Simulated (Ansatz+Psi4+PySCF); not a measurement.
doublet H₄O₂(+) in separate pieces: levels of theory in one basis

```xyz
6

O     0.1193    0.0000   -5.0000
H    -0.4770    0.7632   -5.0000
H    -0.4770   -0.7632   -5.0000
O    -0.1193    0.0000    5.0000
H     0.4770   -0.7632    5.0000
H     0.4770    0.7632    5.0000
```

Basis set: cc-pVTZ (spherical functions). Left uncorrelated: 2 orbitals. Correlation on ROHF uses semicanonical orbitals with singles. Charge 1, multiplicity 2.

Computed with Ansatz (development build ahead of 0.2.0); each method stands on the lowest determinant of its kind that the runs found.

```csv
method,E − E(ROHF) (eV),<S²> of the determinant
ROHF,0.00,0.75
UHF,-0.14,0.76
ROHF-MP2,-12.66,–
UHF-MP2,-12.65,0.76
```

(1) Is a single determinant a sound starting point here?

## Answers

(1) Only with care. Unrestricted orbitals gain 0.14 eV and <S²> is 0.76 against 0.75 for a pure state, but several determinants compete.

Caution: the charge can sit on one fragment and break the point group; the determinant breaks the point group. Caution for ROHF-MP2, UHF-MP2: MP2 on this radical cation hangs on the determinant chosen; another reference gives a lower total.
